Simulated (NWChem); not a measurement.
Program: NWChem. System: F, charge 0, spin multiplicity 2. Its SCF solution wasn't tested for a lower state. Level: ULC-wPBE (omega 0.3 per bohr)/def2-TZVP.

Part of the output:

```
             Northwest Computational Chemistry Package (NWChem) 7.3.0
             --------------------------------------------------------

                                NWChem Input Module
                                -------------------

 Scaling coordinates for geometry "geometry" by  1.889725989
 (inverse scale =  0.529177249)

                             Geometry "geometry" -> ""
                             -------------------------

 Output coordinates in angstroms (scale by  1.889725989 to convert to a.u.)

  No.       Tag          Charge          X              Y              Z
 ---- ---------------- ---------- -------------- -------------- --------------
    1 F                    9.0000     0.00000000     0.00000000     0.00000000

 Effective nuclear repulsion energy (a.u.)       0.0000000000

            Nuclear Dipole moment (a.u.)
            ----------------------------
        X                 Y               Z
 ---------------- ---------------- ----------------
     0.0000000000     0.0000000000     0.0000000000

      Symmetry information
      --------------------

 Group name             D2h
 Group number             26
 Group order               8
 No. of unique centers     1

      Symmetry unique atoms

     1


 Summary of "ao basis" -> "" (spherical)
 ------------------------------------------------------------------------------
       Tag                 Description            Shells   Functions and Types
 ---------------- ------------------------------  ------  ---------------------
 *                         def2-tzvp                  on all atoms

  pbe96 is a nonlocal functional; adding pw91lda local functional.

                                 NWChem DFT Module
                                 -----------------

 Summary of "ao basis" -> "ao basis" (spherical)
 ------------------------------------------------------------------------------
       Tag                 Description            Shells   Functions and Types
 ---------------- ------------------------------  ------  ---------------------
 F                         def2-tzvp                11       31   5s3p2d1f

 Summary of "ao basis" -> "ao basis" (spherical)
 ------------------------------------------------------------------------------
       Tag                 Description            Shells   Functions and Types
 ---------------- ------------------------------  ------  ---------------------
 F                         def2-tzvp                11       31   5s3p2d1f
[...]
     5      1.977458  1 F  s                  4     -1.790459  1 F  s
     2      0.127554  1 F  s                  1      0.058762  1 F  s
     3      0.052449  1 F  s

 Vector    7  Occ=0.000000D+00  E= 5.721902D-01  Symmetry=b1u
              MO Center= -5.1D-18, -1.8D-16,  3.8D-15, r^2= 1.9D+00
   Bfn.  Coefficient  Atom+Function         Bfn.  Coefficient  Atom+Function
  ----- ------------  ---------------      ----- ------------  ---------------
    14      1.229725  1 F  pz                11     -0.596972  1 F  pz
     8     -0.296487  1 F  pz

 Vector    8  Occ=0.000000D+00  E= 6.053666D-01  Symmetry=b3u
              MO Center=  4.9D-17,  2.5D-28, -1.4D-28, r^2= 1.8D+00
   Bfn.  Coefficient  Atom+Function         Bfn.  Coefficient  Atom+Function
  ----- ------------  ---------------      ----- ------------  ---------------
    12      1.227218  1 F  px                 9     -0.622778  1 F  px
     6     -0.304600  1 F  px

                     DFT Final Beta Molecular Orbital Analysis
                     -----------------------------------------

 Vector    2  Occ=1.000000D+00  E=-1.211256D+00  Symmetry=ag
              MO Center=  2.1D-15, -3.2D-16,  5.5D-17, r^2= 3.5D-01
   Bfn.  Coefficient  Atom+Function         Bfn.  Coefficient  Atom+Function
  ----- ------------  ---------------      ----- ------------  ---------------
     4      0.511684  1 F  s                  3      0.381185  1 F  s
     2     -0.262478  1 F  s                  5      0.248276  1 F  s
     1     -0.108377  1 F  s

 Vector    3  Occ=1.000000D+00  E=-5.279676D-01  Symmetry=b2u
              MO Center= -2.2D-32,  3.3D-16, -1.5D-32, r^2= 4.6D-01
   Bfn.  Coefficient  Atom+Function         Bfn.  Coefficient  Atom+Function
  ----- ------------  ---------------      ----- ------------  ---------------
     7      0.520017  1 F  py                10      0.408605  1 F  py
    13      0.284949  1 F  py

 Vector    4  Occ=1.000000D+00  E=-5.279676D-01  Symmetry=b3u
              MO Center= -2.1D-15,  1.9D-31,  3.6D-32, r^2= 4.6D-01
   Bfn.  Coefficient  Atom+Function         Bfn.  Coefficient  Atom+Function
  ----- ------------  ---------------      ----- ------------  ---------------
     6      0.520017  1 F  px                 9      0.408605  1 F  px
    12      0.284949  1 F  px

 Vector    5  Occ=0.000000D+00  E=-1.870095D-01  Symmetry=b1u
              MO Center= -7.0D-16, -6.4D-17,  1.8D-15, r^2= 5.0D-01
   Bfn.  Coefficient  Atom+Function         Bfn.  Coefficient  Atom+Function
  ----- ------------  ---------------      ----- ------------  ---------------
     8      0.500694  1 F  pz                11      0.393492  1 F  pz
    14      0.327652  1 F  pz

 Vector    6  Occ=0.000000D+00  E= 5.663015D-01  Symmetry=ag
              MO Center=  4.4D-16,  4.4D-16, -1.9D-15, r^2= 1.5D+00
   Bfn.  Coefficient  Atom+Function         Bfn.  Coefficient  Atom+Function
  ----- ------------  ---------------      ----- ------------  ---------------
     5     -1.985350  1 F  s                  4      1.823949  1 F  s
     2     -0.127251  1 F  s                  3     -0.068333  1 F  s
     1     -0.059251  1 F  s

 Vector    7  Occ=0.000000D+00  E= 6.145877D-01  Symmetry=b3u
              MO Center= -4.4D-16,  1.9D-32,  8.2D-31, r^2= 1.8D+00
   Bfn.  Coefficient  Atom+Function         Bfn.  Coefficient  Atom+Function
  ----- ------------  ---------------      ----- ------------  ---------------
    12      1.225875  1 F  px                 9     -0.633482  1 F  px
     6     -0.307730  1 F  px

   alpha - beta orbital overlaps
   -----------------------------

   alpha      1      2      3      4      5      6      7      8      9     10
    beta      1      2      5      4      3      6      9      7      8     14
 overlap   1.000  1.000  0.996  1.000  1.000  1.000  0.996  1.000  1.000  1.000

   alpha     11     12     13     14     15     16     17     18     19     20
    beta     13     12     11     10     17     16     15     18     25     24
 overlap   1.000  1.000  1.000  1.000  1.000  1.000  1.000  1.000  1.000  1.000

   alpha     21     22     23     24     25     26     27     28     29     30
    beta     23     20     19     21     22     30     29     28     27     26
 overlap   1.000  1.000  1.000  1.000  1.000  1.000  1.000  1.000  1.000  1.000

   alpha     31
    beta     31
 overlap   1.000

     --------------------------
     Expectation value of S2:
     --------------------------
      <S2> =      0.7513 (Exact =     0.7500)

 Task  times  cpu:        0.3s     wall:        0.3s

 Total times  cpu:        0.4s     wall:        0.4s
```

Question: Write an NWChem input that would produce this output.

Answer: This is not unique; one that fits is 
```
start mol
memory heap 200 mb stack 900 mb global 1100 mb
geometry units angstroms nocenter noautoz
  F      0.000000     0.000000     0.000000
  symmetry group D2h
end
basis spherical
  * library def2-tzvp
end
dft
  xc xwpbe 1.00 cpbe96 1.0 hfexch 1.00
  cam 0.3 cam_alpha 0.00 cam_beta 1.00
  odft
  mult 2
  direct
  iterations 100
end
task dft energy
```
